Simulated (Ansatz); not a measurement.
C$_{2}$H$_{4}$S$_{2}$ (`CC1SS1`), 8 atoms. The species carries charge 0 and has multiplicity 1. All runs use 2 threads of an Arm Neoverse V2 on a shared host. Correlated methods freeze the cores.

Problem. How many basis functions does each run have, and how long does it take in Ansatz? RKS B3LYP-D4/def2-TZVPP energy and forces; RKS LC-ωPBE/def2-TZVPP energy; RKS PBE0-D4/def2-QZVPP energy; RKS PBE0-D4/def2-TZVP frequencies; RKS r2SCAN-D4/def2-TZVPP energy and forces; RKS PBE0-D4/def2-SVP energy; direct RPA on PBE orbitals/def2-TZVPP energy; RHF-CCSD(T)/def2-SVP energy; RKS SPW92 (LDA)/def2-TZVPP energy; RKS PBE0-D4/def2-TZVP relaxation (5 steps); RKS ωB97M-V/def2-QZVPP energy; RKS ωB97M-V/def2-SVP energy. (Estimate.)

Solution. Ansatz gave: Other jobs shared the machine, so times are rough.

```tsv
level	job	functions	wall time	peak host memory (GiB)
RKS PBE0-D4/def2-SVP	energy	84	1.1 s	0.41
RKS SPW92 (LDA)/def2-TZVPP	energy	202	1.2 s	0.23
RHF-CCSD(T)/def2-SVP	energy	84	1.9 s	0.41
RKS LC-ωPBE/def2-TZVPP	energy	202	2.5 s	0.41
RKS B3LYP-D4/def2-TZVPP	energy and forces	202	4.1 s	0.49
direct RPA on PBE orbitals/def2-TZVPP	energy	202	4.4 s	0.41
RKS ωB97M-V/def2-SVP	energy	84	4.7 s	0.41
RKS r2SCAN-D4/def2-TZVPP	energy and forces	202	5 s	0.26
RKS PBE0-D4/def2-QZVPP	energy	374	7 s	1.1
RKS ωB97M-V/def2-QZVPP	energy	374	16 s	1.2
RKS PBE0-D4/def2-TZVP	relaxation (5 steps)	160	17 s	0.35
RKS PBE0-D4/def2-TZVP	frequencies	160	96 s	0.41
```

B3LYP here is the variant with VWN-RPA as its local correlation; programs differ in this. LC-ωPBE has ω = 0.4 bohr⁻¹.
